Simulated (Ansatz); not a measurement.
The input, for Ansatz 0.2.0:

```yaml
crystal:
  periodic: [false, false, false]
  atoms:
    - {symbol: Al, position_ang: [0.067598, 0.148566, 1.188160]}
    - {symbol: O, position_ang: [-0.097276, -0.199498, -0.434295]}
    - {symbol: O, position_ang: [-0.020656, 0.023994, -1.705914]}
    - {symbol: H, position_ang: [0.062453, -1.191114, 2.166472]}
basis:
  gaussian: {orbitals: "6-31G*"}
magnetization: {spin_polarized: true, initial_magnetization: 0}
correlation: {method: bccd_t, electrons: outside_noble_gas}
scf: {lower_state_search: off}
```

```sh
$ ansatz run in.yaml --threads 1 --pin off --events-out ev --progress --plain --max-ram 2393MiB
```

Log:

```
these checks for a lower state are left out or cut short: stability, starts, cluster_reference, orbital_swaps, neighbouring_geometries, increment
449 factors; integrals over basis functions are off by at most 1.2e-3 eV
mean field evaluation 1: about -10660.4339 eV, gradient 2.8e1 eV
mean field evaluation 2: about -10660.4590 eV, gradient 2.8e1 eV
mean field evaluation 4: about -10665.4968 eV, gradient 7.1e0 eV
mean field evaluation 8: about -10665.9556 eV, gradient 5.2e-1 eV
mean field evaluation 16: about -10665.9628 eV, gradient 7.7e-6 eV
mean field -10665.96278833 eV, -391.9669028220 hartree, gradient 7.7e-6 eV, S^2 0.000000; 0 other end points of the search recorded, 0 dependent functions left out
7 core orbitals not correlated: weight in the atoms' cores, before any rotation towards them, 1.000 or more for the frozen orbitals, at most 0.000 for the correlated occupied ones
reference -10665.96278833 eV, -391.9669028220 hartree; 8, 8 occupied and 36, 36 virtual orbitals, 449 factors
second order -12.90499524 eV of doubles, -0.00000000 eV of singles
cycle   1  -11.94623983 eV  change    6.8e-3 eV  update   1.8e-1
cycle   2  -12.65646461 eV  change   -7.1e-1 eV  update   1.1e-1
cycle   3  -12.49998196 eV  change    1.6e-1 eV  update   1.3e-1
cycle   4  -12.79397324 eV  change   -2.9e-1 eV  update   1.0e-1
cycle   5  -12.62362937 eV  change    1.7e-1 eV  update   1.1e-1
...
cycle  59  -12.86140946 eV  change    2.0e-2 eV  update   5.0e-2
cycle  60  -12.86141484 eV  change   -5.4e-6 eV  update   4.8e-4
cycle  61  -12.86142274 eV  change   -7.9e-6 eV  update   5.0e-4
cycle  62  -12.86144278 eV  change   -2.0e-5 eV  update   5.1e-4
cycle  63  -12.86139780 eV  change    4.5e-5 eV  update   5.3e-4
cycle  64  -12.86119500 eV  change    2.0e-4 eV  update   4.9e-4
cycle  65  -12.86078032 eV  change    4.1e-4 eV  update   3.3e-4
cycle  66  -12.86059375 eV  change    1.9e-4 eV  update   1.7e-5
cycle  67  -12.86077193 eV  change   -1.8e-4 eV  update   1.5e-4
cycle  68  -12.86076524 eV  change    6.7e-6 eV  update   1.1e-5
perturbative correction -0.94208838 eV, -0.0346211095 hartree
WARN: these amplitudes may be one of several solutions (largest doubles amplitude 0.34, level shift 2.48 eV)
Total energy: -10679.76564195 eV, -392.4741483367 hartree
Checks for a lower state left out: stability, starts, cluster_reference, orbital_swaps, neighbouring_geometries, increment
```

Ran on 1 thread of Arm Neoverse V2, shared host: 10 s wall, 0.21 GiB peak host memory.
